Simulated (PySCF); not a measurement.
**Working with the constants of LiC⁺**

UHF-CCSD(T) constants of LiC⁺, ³Π (triplet), unpaired electrons σ ↑, π ↑ (Li def2-SVPD, C def2-SVPD; no relativity (PySCF 2.14); masses 7.0160 and 12.0000 u):

```
ωe            : 301.8 cm⁻¹
ωexe          : 7.11 cm⁻¹
Be            : 0.68535 cm⁻¹
αe            : 0.0213 cm⁻¹
De to Li⁺ + C : 0.446 eV
```

Q: What force constant and bond length do these constants imply?

A: Reduced mass μred = 4.4274 u; k = 5.8918×10⁻⁷·μred·ωe² (u, cm⁻¹, mdyn/Å) = 0.238 mdyn/Å; Re = √(16.8576/(μred·Be)) (u, cm⁻¹, Å) = 2.357 Å.

Q: Estimate the centrifugal constant D from the Kratzer relation and find the Dunham coefficient a1.

A: D = 4Be³/ωe² = 1.41e-05 cm⁻¹; a1 = −1 − αeωe/(6Be²) = -3.28.

Correlated steps freeze 1 core orbital. Correlated levels converge slowly with the basis: in double zeta they bind strong bonds too weakly, by up to about 1 eV, and carry superposition errors of some tenths. For an ion De counts to the pair picked by the measured ionisation energies or electron affinities, which need not be the lowest pair at this level. The state was picked by a PBE0 search and need not be the measured ground state.
